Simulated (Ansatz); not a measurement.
AlSiH4Cl (SMILES [SiH3][AlH][Cl]): the vertical ionisation energy from total energies

The species is AlSiH4Cl (7 atoms), meant as a singlet with charge 0. SMILES: `[SiH3][AlH][Cl]`. The shape is that of a PBE0-D4/def2-TZVP optimisation.

Both states at this one shape; open shells run unrestricted unless said. 1 Eh = 27.2114 eV.

```
                                    level  program  singlet AlSiH4Cl (Eh)  doublet AlSiH4Cl+ (Eh)
                           HF/aug-cc-pVDZ   Ansatz            -992.746316             -992.401006
 MP2/aug-cc-pVDZ, 15 core orbitals frozen   Ansatz            -993.064548             -992.699237
CCSD/aug-cc-pVDZ, 15 core orbitals frozen   Ansatz            -993.115112             -992.750317
```

Problem. Work out the vertical ionisation energy at each level.

Solution. 
1. HF/aug-cc-pVDZ: -992.401006 − (-992.746316) = 0.345310 Eh = 9.40 eV.
2. MP2/aug-cc-pVDZ: -992.699237 − (-993.064548) = 0.365311 Eh = 9.94 eV.
3. CCSD/aug-cc-pVDZ: -992.750317 − (-993.115112) = 0.364795 Eh = 9.93 eV.

No measured value is set beside it here; the levels span 9.40 to 9.94 eV. Hartree–Fock favours the state with fewer electron pairs, since it lacks pair correlation.
